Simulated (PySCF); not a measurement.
Numbering as in the mapped SMILES `[CH3:1][n:2]1[cH:3][n:4][n:5][cH:6]1` (H(Xn): hydrogen on atom n).

GIAO PBE0/pcSseg-1 shifts (PySCF, gas phase, non-relativistic, equivalent atoms averaged), each against references optimised in the same way as the molecule (TMS, NH3).

On the GFN2-xTB geometry: C3/C6 146.2, C1 31.0, N4/N5 370.4, N2 186.7, H(C3)/H(C6) 7.83, H(C1) 3.82 ppm.

Problem. What changes on the PBE0-D3(BJ)/def2-SVP geometry?

Solution. 
```
      atoms  δ (ppm)  change
      C3/C6    146.0    -0.2
         C1     30.2    -0.8
      N4/N5    375.9    +5.5
         N2    185.4    -1.3
H(C3)/H(C6)     7.77   -0.06
      H(C1)     3.56   -0.26
```

Bonds between heavy atoms that differ most (equivalent bonds averaged): N4–N5 1.341 → 1.358 Å, C3–N4 1.298 → 1.306 Å, C1–N2 1.434 → 1.441 Å. Mean change of bonds to hydrogen: C–H +0.012 Å.
